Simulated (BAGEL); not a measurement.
**CH4NSi (SMILES [H]/N=C/[SiH2]) at UHF/6-31G(d) (density fitting with qzvpp-jkfit, spherical functions)**

What is the vertical ionisation energy of CH4NSi at UHF/6-31G* (density fitting with qzvpp-jkfit, spherical functions)? 

The results are computed with BAGEL 1.2.2.

2 further runs of the same task are left out: 2 set aside as unsound or not needed.

### Step 1. The system as given

The species is CH4NSi (7 atoms), meant as a doublet with charge 0. SMILES: `[H]/N=C/[SiH2]`. Geometry: relaxed at GFN2-xTB.

Bond lengths: N1–C2 1.286 Å, C2–Si3 1.829 Å, N1–H4 1.018 Å, C2–H5 1.102 Å, Si3–H6 1.445 Å, Si3–H7 1.453 Å. Angles: N1–C2–Si3 119.7°, N1–C2–H5 123.0°, Si3–C2–H5 117.4°, C2–N1–H4 114.6°, C2–Si3–H6 123.1°, C2–Si3–H7 118.6°, H6–Si3–H7 118.3°.

### Step 2. The energy at UHF/6-31G(d) (density fitting with qzvpp-jkfit, spherical functions)

hf.json reads:

```json
{ "bagel": [

{
  "title": "molecule",
  "basis": "6-31gs.json",
  "df_basis": "qzvpp-jkfit",
  "angstrom": "true",
  "geometry": [
    { "atom": "N", "xyz": [      -1.548860,      -0.132150,      -0.159430 ] },
    { "atom": "C", "xyz": [      -0.314040,      -0.117140,      -0.518110 ] },
    { "atom": "Si", "xyz": [       0.986230,       0.201460,       0.727650 ] },
    { "atom": "H", "xyz": [      -2.206780,      -0.315210,      -0.914920 ] },
    { "atom": "H", "xyz": [       0.010790,      -0.289530,      -1.556520 ] },
    { "atom": "H", "xyz": [       0.698950,       0.439760,       2.123830 ] },
    { "atom": "H", "xyz": [       2.373720,       0.212800,       0.297500 ] }
  ]
},

{
  "title": "uhf",
  "nopen": 1
},

{
  "title": "print",
  "file": "orbitals.molden",
  "orbitals": "true"
}

]}
```

The basis set 6-31G* is read from a file made from the Basis Set Exchange's data (not shown).

Launch:

```bash
$ BAGEL_NUM_THREADS=1 BAGEL hf.json > hf.out
```

Standard output:

```text
* using 1 threads per process

  ===============================================================
  ===============================================================

  *** Geometry ***

  { "atom" : "N", "xyz" : [     -2.926921,     -0.249727,     -0.301279 ] },
  { "atom" : "C", "xyz" : [     -0.593450,     -0.221363,     -0.979086 ] },
  { "atom" : "Si", "xyz" : [      1.863705,      0.380704,      1.375059 ] },
  { "atom" : "H", "xyz" : [     -4.170210,     -0.595661,     -1.728948 ] },
  { "atom" : "H", "xyz" : [      0.020390,     -0.547132,     -2.941397 ] },
  { "atom" : "H", "xyz" : [      1.320824,      0.831026,      4.013457 ] },
  { "atom" : "H", "xyz" : [      4.485681,      0.402134,      0.562194 ] },

  Number of auxiliary basis functions:      352

  Since a DF basis is specified, we compute 2- and 3-index integrals:
    o Being stored without compression. Storage requirement is 0.008 GB

  Number of basis functions:       54
  Number of electrons      :       31

    * METHOD: MOLECULE                             0.14

  *** Open-shell HF ***

  === Nuclear Repulsion ===
    91.1490195402

      * DIIS with orbital gradients will be used.

  === UHF iteration (6-31gs.json) ===
      0       -383.21374381          0.05598600           0.05
      1       -383.33852984          0.04498497           0.05
      2       -383.40534382          0.03153272           0.05
      3       -383.46644040          0.00288609           0.05
      4       -383.47117502          0.00164746           0.05
      5       -383.47345756          0.00088145           0.05
      6       -383.47537561          0.00046906           0.05
      7       -383.47616616          0.00038877           0.05
      8       -383.47706259          0.00030986           0.05
      9       -383.47808407          0.00013797           0.05
     10       -383.47820567          0.00006232           0.05
     11       -383.47820675          0.00002828           0.05
     12       -383.47820976          0.00000807           0.05
     13       -383.47821009          0.00000282           0.05
     14       -383.47821015          0.00000140           0.05
     15       -383.47821016          0.00000084           0.04
     16       -383.47821017          0.00000046           0.04
     17       -383.47821017          0.00000022           0.04
     18       -383.47821017          0.00000011           0.04
     19       -383.47821017          0.00000002           0.04
     20       -383.47821017          0.00000001           0.04
     21       -383.47821017          0.00000001           0.04
    * SCF iteration converged.

    * S^2 (UHF) is 0.9581

    * Permanent dipole moment:
           (   -0.281629,     0.101451,     0.641700) a.u.

    * METHOD: UHF                                  1.14

    * METHOD: PRINT                                0.01

  ===============================================================
```

Wall time 1.5 s (1 thread of Intel Xeon Platinum 8259CL at 2.50GHz (Skylake/Cascade Lake), shared host); peak memory 0.08 GiB.

### Step 3. The singlet cation at the same level

calc.json reads:

```json
{ "bagel" : [

{
  "title" : "molecule",
  "basis" : "6-31gs.json",
  "df_basis" : "qzvpp-jkfit",
  "angstrom" : true,
  "geometry" : [
    { "atom" : "N", "xyz" : [      -1.548860,      -0.132150,      -0.159430 ] },
    { "atom" : "C", "xyz" : [      -0.314040,      -0.117140,      -0.518110 ] },
    { "atom" : "Si", "xyz" : [       0.986230,       0.201460,       0.727650 ] },
    { "atom" : "H", "xyz" : [      -2.206780,      -0.315210,      -0.914920 ] },
    { "atom" : "H", "xyz" : [       0.010790,      -0.289530,      -1.556520 ] },
    { "atom" : "H", "xyz" : [       0.698950,       0.439760,       2.123830 ] },
    { "atom" : "H", "xyz" : [       2.373720,       0.212800,       0.297500 ] }
  ]
},

{
  "title" : "hf",
  "charge" : 1
},

{
  "title" : "print",
  "file" : "orbitals.molden",
  "orbitals" : true
}

]}
```

The basis set 6-31G* is read from a file made from the Basis Set Exchange's data (not shown).

Launch:

```bash
$ BAGEL_NUM_THREADS=1 BAGEL calc.json > calc.out
```

Standard output:

```text
* using 1 threads per process

  ===============================================================
  ===============================================================

  *** Geometry ***

  { "atom" : "N", "xyz" : [     -2.926921,     -0.249727,     -0.301279 ] },
  { "atom" : "C", "xyz" : [     -0.593450,     -0.221363,     -0.979086 ] },
  { "atom" : "Si", "xyz" : [      1.863705,      0.380704,      1.375059 ] },
  { "atom" : "H", "xyz" : [     -4.170210,     -0.595661,     -1.728948 ] },
  { "atom" : "H", "xyz" : [      0.020390,     -0.547132,     -2.941397 ] },
  { "atom" : "H", "xyz" : [      1.320824,      0.831026,      4.013457 ] },
  { "atom" : "H", "xyz" : [      4.485681,      0.402134,      0.562194 ] },

  Number of auxiliary basis functions:      352

  Since a DF basis is specified, we compute 2- and 3-index integrals:
    o Being stored without compression. Storage requirement is 0.008 GB

  Number of basis functions:       54
  Number of electrons      :       31

    * METHOD: MOLECULE                             0.14

  *** RHF ***

  === Nuclear Repulsion ===
    91.1490195402

      * DIIS with orbital gradients will be used.

  === RHF iteration (6-31gs.json) ===
      0       -383.03306003          0.02695511           0.02
      1       -383.14369602          0.01976674           0.02
      2       -383.21762770          0.00258684           0.02
      3       -383.22052181          0.00089022           0.02
      4       -383.22087065          0.00040730           0.02
      5       -383.22099393          0.00014275           0.02
      6       -383.22100648          0.00002167           0.02
      7       -383.22100673          0.00000613           0.02
      8       -383.22100675          0.00000196           0.02
      9       -383.22100675          0.00000060           0.02
     10       -383.22100675          0.00000031           0.02
     11       -383.22100675          0.00000009           0.02
     12       -383.22100675          0.00000005           0.02
     13       -383.22100675          0.00000002           0.02
     14       -383.22100675          0.00000001           0.02
    * SCF iteration converged.

    * Permanent dipole moment:
           (   -1.180874,    -0.067917,     0.067212) a.u.

    * METHOD: HF                                   0.45

    * METHOD: PRINT                                0.01

  ===============================================================
```

Wall time 0.84 s (1 thread of Intel Xeon Platinum 8259CL at 2.50GHz (Skylake/Cascade Lake), shared host); peak memory 0.08 GiB.

### Step 4. Outcome

At UHF/6-31G* (density fitting with qzvpp-jkfit, spherical functions):

| quantity | value |
| --- | --- |
| doublet CH4NSi: total energy | -383.47821 Eh |
| doublet CH4NSi: dipole moment | 1.80 D |
| doublet CH4NSi: ⟨S²⟩ | 0.958 |
| singlet cation: total energy | -383.22101 Eh |
| singlet cation: HOMO energy | -17.23 eV |
| singlet cation: LUMO energy | -6.12 eV |
| singlet cation: HOMO–LUMO gap | 11.11 eV |
| vertical ionisation energy (to the singlet cation) | 6.999 eV |

What this shows: Removing an electron at fixed nuclei costs 7.00 eV (161 kcal/mol). Only the singlet of the ionised species was computed; a triplet could lie lower. ⟨S²⟩ (doublet CH4NSi) is 0.96 where a pure doublet has 0.75: the reference is spin-contaminated.
